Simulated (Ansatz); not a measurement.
CH$_{3}$NS (SMILES N=CS), closed shell: a trajectory.

Input (in.yaml):

```yaml
crystal:
  periodic: [false, false, false]
  atoms:
    - {symbol: N, position_ang: [-1.016680, -0.027060, -0.224580]}
    - {symbol: C, position_ang: [0.230760, -0.039090, -0.357790]}
    - {symbol: S, position_ang: [1.264080, 0.119970, 1.032590]}
    - {symbol: H, position_ang: [-1.555200, -0.125710, -1.078900]}
    - {symbol: H, position_ang: [0.813100, -0.142250, -1.277160]}
    - {symbol: H, position_ang: [0.263950, 0.214140, 1.905850]}
basis:
  gaussian: {orbitals: cc-pVDZ}
hamiltonian: {xc: hf}
md: {n_steps: 80, timestep: 0.5, temperature: 100, ensemble: nvt_langevin, seed: 575, friction: 0.01, initial_velocities: maxwell_boltzmann}
```

Run by:

```bash
ansatz run in.yaml --threads 2 --pin off --events-out ev --progress --plain --max-ram 3481MiB
```

Output of Ansatz 0.2.0:

```
Functional definition: HF
  name "HF"
  cite "Fock, Z. Phys. 61, 126 (1930) doi:10.1007/BF01340294"
  parent pbe
  exchange = exact_x
  correlation = 0
672 factors; integrals over basis functions are off by at most 3.5e-4 eV
mean field evaluation 1: about -13374.1484 eV, gradient 2.9e1 eV
mean field evaluation 2: about -13374.1487 eV, gradient 2.9e1 eV
mean field evaluation 4: about -13376.4264 eV, gradient 3.1e0 eV
mean field evaluation 8: about -13376.4896 eV, gradient 4.9e-2 eV
mean field -13376.48946985 eV, -491.5769211066 hartree, gradient 1.9e-5 eV, S^2 0.000000; 0 other end points of the search recorded, 0 dependent functions left out
the calculation of the forces begins
reference -13376.48946985 eV, -491.5769211066 hartree; 16, 16 occupied and 45, 45 virtual orbitals, 672 factors
md step     0: t =     0.00 fs  T =    83.3 K  F+E_penalty+E_count = -13376.48946985 eV  E_kin = 0.064630 eV  (27 SCF iters)
md step     1: t =     0.50 fs  T =    78.8 K  F+E_penalty+E_count = -13376.48532703 eV  E_kin = 0.061145 eV  (26 SCF iters)
md step     2: t =     1.00 fs  T =    67.4 K  F+E_penalty+E_count = -13376.48059629 eV  E_kin = 0.052288 eV  (26 SCF iters)
md step     3: t =     1.50 fs  T =    63.4 K  F+E_penalty+E_count = -13376.47660807 eV  E_kin = 0.049184 eV  (26 SCF iters)
md step     4: t =     2.00 fs  T =    65.0 K  F+E_penalty+E_count = -13376.47438166 eV  E_kin = 0.050431 eV  (26 SCF iters)
md step     5: t =     2.50 fs  T =    62.1 K  F+E_penalty+E_count = -13376.47402585 eV  E_kin = 0.048187 eV  (25 SCF iters)
md step     6: t =     3.00 fs  T =    60.1 K  F+E_penalty+E_count = -13376.47564885 eV  E_kin = 0.046632 eV  (25 SCF iters)
md step     7: t =     3.50 fs  T =    56.3 K  F+E_penalty+E_count = -13376.47851974 eV  E_kin = 0.043632 eV  (25 SCF iters)
md step     8: t =     4.00 fs  T =    65.7 K  F+E_penalty+E_count = -13376.48140938 eV  E_kin = 0.050917 eV  (25 SCF iters)
md step     9: t =     4.50 fs  T =    66.7 K  F+E_penalty+E_count = -13376.48361336 eV  E_kin = 0.051748 eV  (25 SCF iters)
md step    10: t =     5.00 fs  T =    72.9 K  F+E_penalty+E_count = -13376.48454823 eV  E_kin = 0.056548 eV  (25 SCF iters)
md step    11: t =     5.50 fs  T =    69.6 K  F+E_penalty+E_count = -13376.48458897 eV  E_kin = 0.053942 eV  (25 SCF iters)
md step    12: t =     6.00 fs  T =    76.1 K  F+E_penalty+E_count = -13376.48506515 eV  E_kin = 0.059040 eV  (25 SCF iters)
md step    13: t =     6.50 fs  T =    90.6 K  F+E_penalty+E_count = -13376.48696942 eV  E_kin = 0.070303 eV  (25 SCF iters)
md step    14: t =     7.00 fs  T =    97.6 K  F+E_penalty+E_count = -13376.48978987 eV  E_kin = 0.075698 eV  (25 SCF iters)
md step    15: t =     7.50 fs  T =   102.4 K  F+E_penalty+E_count = -13376.49264865 eV  E_kin = 0.079399 eV  (25 SCF iters)
md step    16: t =     8.00 fs  T =   111.4 K  F+E_penalty+E_count = -13376.49540310 eV  E_kin = 0.086363 eV  (25 SCF iters)
md step    17: t =     8.50 fs  T =   118.7 K  F+E_penalty+E_count = -13376.49762221 eV  E_kin = 0.092036 eV  (25 SCF iters)
md step    18: t =     9.00 fs  T =   115.5 K  F+E_penalty+E_count = -13376.49936077 eV  E_kin = 0.089613 eV  (25 SCF iters)
md step    19: t =     9.50 fs  T =   114.5 K  F+E_penalty+E_count = -13376.50065454 eV  E_kin = 0.088819 eV  (26 SCF iters)
md step    20: t =    10.00 fs  T =   111.8 K  F+E_penalty+E_count = -13376.50187835 eV  E_kin = 0.086724 eV  (25 SCF iters)
md step    21: t =    10.50 fs  T =   111.1 K  F+E_penalty+E_count = -13376.50306208 eV  E_kin = 0.086130 eV  (28 SCF iters)
md step    22: t =    11.00 fs  T =   116.6 K  F+E_penalty+E_count = -13376.50351327 eV  E_kin = 0.090460 eV  (26 SCF iters)
md step    23: t =    11.50 fs  T =   112.9 K  F+E_penalty+E_count = -13376.50284095 eV  E_kin = 0.087552 eV  (25 SCF iters)
md step    24: t =    12.00 fs  T =   120.3 K  F+E_penalty+E_count = -13376.50094275 eV  E_kin = 0.093321 eV  (25 SCF iters)
md step    25: t =    12.50 fs  T =   112.4 K  F+E_penalty+E_count = -13376.49720219 eV  E_kin = 0.087169 eV  (25 SCF iters)
md step    26: t =    13.00 fs  T =   103.7 K  F+E_penalty+E_count = -13376.49134467 eV  E_kin = 0.080425 eV  (25 SCF iters)
md step    27: t =    13.50 fs  T =    89.0 K  F+E_penalty+E_count = -13376.48449008 eV  E_kin = 0.068988 eV  (25 SCF iters)
md step    28: t =    14.00 fs  T =    79.6 K  F+E_penalty+E_count = -13376.47850682 eV  E_kin = 0.061741 eV  (25 SCF iters)
md step    29: t =    14.50 fs  T =    77.5 K  F+E_penalty+E_count = -13376.47426638 eV  E_kin = 0.060097 eV  (25 SCF iters)
md step    30: t =    15.00 fs  T =    76.2 K  F+E_penalty+E_count = -13376.47225365 eV  E_kin = 0.059113 eV  (26 SCF iters)
md step    31: t =    15.50 fs  T =    82.5 K  F+E_penalty+E_count = -13376.47254771 eV  E_kin = 0.063973 eV  (27 SCF iters)
md step    32: t =    16.00 fs  T =    89.9 K  F+E_penalty+E_count = -13376.47469974 eV  E_kin = 0.069732 eV  (25 SCF iters)
md step    33: t =    16.50 fs  T =    91.4 K  F+E_penalty+E_count = -13376.47822296 eV  E_kin = 0.070910 eV  (25 SCF iters)
md step    34: t =    17.00 fs  T =    92.8 K  F+E_penalty+E_count = -13376.48166677 eV  E_kin = 0.072010 eV  (26 SCF iters)
md step    35: t =    17.50 fs  T =    94.0 K  F+E_penalty+E_count = -13376.48425327 eV  E_kin = 0.072869 eV  (26 SCF iters)
md step    36: t =    18.00 fs  T =   104.0 K  F+E_penalty+E_count = -13376.48629492 eV  E_kin = 0.080691 eV  (26 SCF iters)
md step    37: t =    18.50 fs  T =   107.9 K  F+E_penalty+E_count = -13376.48872013 eV  E_kin = 0.083674 eV  (25 SCF iters)
md step    38: t =    19.00 fs  T =   115.4 K  F+E_penalty+E_count = -13376.49263517 eV  E_kin = 0.089501 eV  (25 SCF iters)
md step    39: t =    19.50 fs  T =   130.4 K  F+E_penalty+E_count = -13376.49815477 eV  E_kin = 0.101114 eV  (25 SCF iters)
md step    40: t =    20.00 fs  T =   137.4 K  F+E_penalty+E_count = -13376.50420031 eV  E_kin = 0.106559 eV  (26 SCF iters)
md step    41: t =    20.50 fs  T =   147.8 K  F+E_penalty+E_count = -13376.50997973 eV  E_kin = 0.114594 eV  (25 SCF iters)
md step    42: t =    21.00 fs  T =   166.4 K  F+E_penalty+E_count = -13376.51442900 eV  E_kin = 0.129032 eV  (26 SCF iters)
md step    43: t =    21.50 fs  T =   168.3 K  F+E_penalty+E_count = -13376.51578506 eV  E_kin = 0.130494 eV  (24 SCF iters)
md step    44: t =    22.00 fs  T =   162.1 K  F+E_penalty+E_count = -13376.51286614 eV  E_kin = 0.125722 eV  (29 SCF iters)
md step    45: t =    22.50 fs  T =   154.5 K  F+E_penalty+E_count = -13376.50607957 eV  E_kin = 0.119802 eV  (24 SCF iters)
md step    46: t =    23.00 fs  T =   145.5 K  F+E_penalty+E_count = -13376.49649184 eV  E_kin = 0.112822 eV  (24 SCF iters)
md step    47: t =    23.50 fs  T =   130.5 K  F+E_penalty+E_count = -13376.48591920 eV  E_kin = 0.101181 eV  (25 SCF iters)
md step    48: t =    24.00 fs  T =   120.5 K  F+E_penalty+E_count = -13376.47709050 eV  E_kin = 0.093432 eV  (25 SCF iters)
md step    49: t =    24.50 fs  T =   112.4 K  F+E_penalty+E_count = -13376.47213392 eV  E_kin = 0.087179 eV  (26 SCF iters)
md step    50: t =    25.00 fs  T =   107.0 K  F+E_penalty+E_count = -13376.47150960 eV  E_kin = 0.083010 eV  (25 SCF iters)
md step    51: t =    25.50 fs  T =   110.4 K  F+E_penalty+E_count = -13376.47414729 eV  E_kin = 0.085643 eV  (25 SCF iters)
md step    52: t =    26.00 fs  T =   109.2 K  F+E_penalty+E_count = -13376.47705443 eV  E_kin = 0.084726 eV  (26 SCF iters)
md step    53: t =    26.50 fs  T =   106.5 K  F+E_penalty+E_count = -13376.47729723 eV  E_kin = 0.082590 eV  (24 SCF iters)
md step    54: t =    27.00 fs  T =   100.9 K  F+E_penalty+E_count = -13376.47324577 eV  E_kin = 0.078278 eV  (24 SCF iters)
md step    55: t =    27.50 fs  T =    87.8 K  F+E_penalty+E_count = -13376.46556811 eV  E_kin = 0.068086 eV  (24 SCF iters)
md step    56: t =    28.00 fs  T =    76.9 K  F+E_penalty+E_count = -13376.45654078 eV  E_kin = 0.059606 eV  (24 SCF iters)
md step    57: t =    28.50 fs  T =    63.7 K  F+E_penalty+E_count = -13376.44961199 eV  E_kin = 0.049367 eV  (25 SCF iters)
md step    58: t =    29.00 fs  T =    67.2 K  F+E_penalty+E_count = -13376.44848147 eV  E_kin = 0.052114 eV  (25 SCF iters)
md step    59: t =    29.50 fs  T =    79.3 K  F+E_penalty+E_count = -13376.45470616 eV  E_kin = 0.061476 eV  (26 SCF iters)
md step    60: t =    30.00 fs  T =   101.7 K  F+E_penalty+E_count = -13376.46778529 eV  E_kin = 0.078904 eV  (25 SCF iters)
md step    61: t =    30.50 fs  T =   120.3 K  F+E_penalty+E_count = -13376.48374040 eV  E_kin = 0.093275 eV  (26 SCF iters)
md step    62: t =    31.00 fs  T =   133.4 K  F+E_penalty+E_count = -13376.49787714 eV  E_kin = 0.103498 eV  (26 SCF iters)
md step    63: t =    31.50 fs  T =   150.0 K  F+E_penalty+E_count = -13376.50703214 eV  E_kin = 0.116323 eV  (25 SCF iters)
md step    64: t =    32.00 fs  T =   161.0 K  F+E_penalty+E_count = -13376.50890508 eV  E_kin = 0.124882 eV  (25 SCF iters)
md step    65: t =    32.50 fs  T =   157.9 K  F+E_penalty+E_count = -13376.50338176 eV  E_kin = 0.122430 eV  (25 SCF iters)
md step    66: t =    33.00 fs  T =   133.3 K  F+E_penalty+E_count = -13376.49293250 eV  E_kin = 0.103393 eV  (25 SCF iters)
md step    67: t =    33.50 fs  T =   116.9 K  F+E_penalty+E_count = -13376.48166018 eV  E_kin = 0.090697 eV  (25 SCF iters)
md step    68: t =    34.00 fs  T =   105.5 K  F+E_penalty+E_count = -13376.47273261 eV  E_kin = 0.081798 eV  (30 SCF iters)
md step    69: t =    34.50 fs  T =    93.8 K  F+E_penalty+E_count = -13376.46746962 eV  E_kin = 0.072748 eV  (25 SCF iters)
md step    70: t =    35.00 fs  T =    96.1 K  F+E_penalty+E_count = -13376.46674253 eV  E_kin = 0.074519 eV  (25 SCF iters)
md step    71: t =    35.50 fs  T =    94.9 K  F+E_penalty+E_count = -13376.46972155 eV  E_kin = 0.073580 eV  (25 SCF iters)
md step    72: t =    36.00 fs  T =    97.0 K  F+E_penalty+E_count = -13376.47345656 eV  E_kin = 0.075268 eV  (25 SCF iters)
md step    73: t =    36.50 fs  T =    97.6 K  F+E_penalty+E_count = -13376.47502627 eV  E_kin = 0.075697 eV  (25 SCF iters)
md step    74: t =    37.00 fs  T =    94.3 K  F+E_penalty+E_count = -13376.47292871 eV  E_kin = 0.073161 eV  (25 SCF iters)
md step    75: t =    37.50 fs  T =    86.8 K  F+E_penalty+E_count = -13376.46707805 eV  E_kin = 0.067339 eV  (25 SCF iters)
md step    76: t =    38.00 fs  T =    79.6 K  F+E_penalty+E_count = -13376.45867798 eV  E_kin = 0.061759 eV  (25 SCF iters)
md step    77: t =    38.50 fs  T =    64.8 K  F+E_penalty+E_count = -13376.44917201 eV  E_kin = 0.050269 eV  (25 SCF iters)
md step    78: t =    39.00 fs  T =    56.2 K  F+E_penalty+E_count = -13376.44117642 eV  E_kin = 0.043625 eV  (25 SCF iters)
md step    79: t =    39.50 fs  T =    45.8 K  F+E_penalty+E_count = -13376.43750251 eV  E_kin = 0.035494 eV  (26 SCF iters)
md step    80: t =    40.00 fs  T =    48.4 K  F+E_penalty+E_count = -13376.43896360 eV  E_kin = 0.037573 eV  (28 SCF iters)
Total energy: -13376.43896360 eV, -491.5750650362 hartree
Atom 0 at    -1.063434    -0.013654    -0.233008 Å, force    -0.652938    -0.176008    -0.320070 eV/Å
Atom 1 at     0.170689     0.058998    -0.348125 Å, force    -0.120511     0.019724     1.155458 eV/Å
Atom 2 at     1.338118     0.123085     0.980275 Å, force     0.413245     0.039924     0.326115 eV/Å
Atom 3 at    -1.432347    -0.061552    -1.179578 Å, force    -0.346301     0.080040     0.376439 eV/Å
Atom 4 at     0.654410     0.094285    -1.293114 Å, force     0.885590     0.019968    -0.846939 eV/Å
Atom 5 at     0.568074     0.032433     2.091250 Å, force    -0.179085     0.016353    -0.691003 eV/Å
Dipole moment:     0.057466    -0.009574    -0.284185 e Å

[the SCF lines of later steps are left out]
```

Hardware: 2 CPU threads of an Intel Xeon, shared host. Wall time about 2.8 min.
